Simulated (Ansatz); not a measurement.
## bcc Ti (high-temperature phase)

All values below come from LDA in Ansatz (plane waves, PAW).

Numerical settings: plane-wave cutoff 500 eV, 32×32×32 k mesh, Fermi–Dirac smearing 0.1 eV, no spin polarisation, scalar-relativistic PAW data made under PBE.

Cell (relaxed at this level):

```yaml
crystal:
  lattice:
    - [-1.58434, 1.58434, 1.58434]
    - [1.58434, -1.58434, 1.58434]
    - [1.58434, 1.58434, -1.58434]
  atoms:
    - { symbol: Ti, position: [0.00000, 0.00000, 0.00000] }
```

```json
{
  "band_gap": "zero (no gap)"
}
```

Note: symmetry holds this phase in the static calculation, where it need not be a minimum; held by symmetry at 0 K, a high-temperature phase can be a saddle point; the volume lies 10 % below that of the published cell.

Static lattice: no zero-point or thermal effects.

Computing time: roughly 30 core-seconds.

Ansatz is a program for electronic structure.
